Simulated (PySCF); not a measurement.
**Which method gave which barrier?**

Saddle point of BH$_{5}$SO, singlet (BH₃O ([BH2][OH]) + H₂S → BH₃S ([BH2][SH]) + H₂O (still joined by a long B–O bond); bonds formed: B1–S6, O2–H5; bonds broken: H5–S6; bonds weakened to dative contacts: B1–O2), PBE0-D4/def2-TZVP structure:

```xyz
8
angstrom
B -0.5180 -0.2331 -0.4367
O 0.7318 0.5655 -0.7885
H -0.4655 -1.3772 -0.7838
H -1.5399 0.3753 -0.6072
H 0.7578 0.5862 0.5585
S -0.1468 -0.1351 1.5794
H 0.5065 1.4145 -1.1795
H 0.6739 -1.1962 1.6578
```

PySCF 2.14 with density fitting (its default auxiliary sets; JK sets also for MP2 and CCSD(T)); basis: def2-TZVPP, with def2-QZVPP for the basis limit; cores frozen in the correlated methods. Extrapolation: Hartree–Fock as exp(−7.88 √X), correlation as X^−2.97. Four methods, as single points on the PBE0-D4 structures, gave these electronic barriers from the start structure: 60.6, 74.2, 115.6, 170.9 kJ/mol.

Problem. The methods were, in alphabetical order, BHLYP-D4, HF, PBE-D4, r2SCAN-D4. Which gave which? (Judge from chemistry; the calculation decides.)

Solution. Computed: PBE-D4 60.6; r2SCAN-D4 74.2; BHLYP-D4 115.6; HF 170.9 kJ/mol. For comparison, CCSD(T) at an estimated basis limit (MP2 extrapolated from triple and quadruple zeta, plus CCSD(T) − MP2 in triple zeta) gives 94.0 kJ/mol.

T1 diagnostic: at most 0.013.

Labels in which every atom is bracketed show which atoms are joined, not bond orders.

For scale, one of the runs: CCSD(T)/def2-TZVPP, 174 basis functions, launched by `OMP_NUM_THREADS=4 python run.py`. Hardware: 4 CPU threads of an Arm Neoverse V1, shared host. Wall time 2.9 min; peak host memory 1.5 GiB.
